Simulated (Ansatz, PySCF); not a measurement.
# How the cohesive energy of rock-salt SnTe (cubic form, which distorts at low temperature) moves with the method

No measured value is used here.

```
level (code)                   value (eV/atom)  cell (Å³/atom)
-----------------------------  ---------------  --------------
LDA (Ansatz)                              3.90           30.30
PBE (PySCF)                        2.97 ± 0.04           33.17
PBEsol (Ansatz)                           3.47           31.07
RPBE (Ansatz)                             2.66           34.08
PBEsol-D3(BJ) (Ansatz)                    3.87           29.78
rVV10 (Ansatz)                            3.47           33.79
r²SCAN (Ansatz)                           3.03           32.33
B3LYP (VWN-RPA form) (Ansatz)             2.61           34.73
LC-ωPBE (Ansatz)                          2.60           31.66
r²SCANh (Ansatz)                          2.96           32.24
Hartree–Fock (Ansatz)                     1.19           37.00
```

Free atoms are spin-polarised, in the lowest state found; at levels without +SOC their spin–orbit coupling is left out.  A ± on a computed value is a rough bar: the spread of its extrapolation, a floor set from checks against published values, or a statistical error. Density-functional levels without +SOC have no spin–orbit coupling, which shifts binding energies of heavy elements. LDA, PBE, PBEsol, RPBE, PBEsol-D3(BJ), rVV10, r²SCAN, B3LYP (VWN-RPA form), LC-ωPBE, r²SCANh, Hartree–Fock: symmetry holds this phase in the static calculation, where it need not be a minimum. rVV10: the free atom's electronic state is in doubt. B3LYP (VWN-RPA form), Hartree–Fock: the cell is over a tenth larger than the published one: the level's own overestimate first of all, though another phase or state, or a fault of the published cell, is possible. Each level is taken at its own relaxed cell. Cutoffs and k meshes differ between the levels. Ansatz's density-functional and Hartree–Fock values are scalar-relativistic unless marked +SOC, with PAW data made under PBE.

Ansatz is a program for electronic structure.
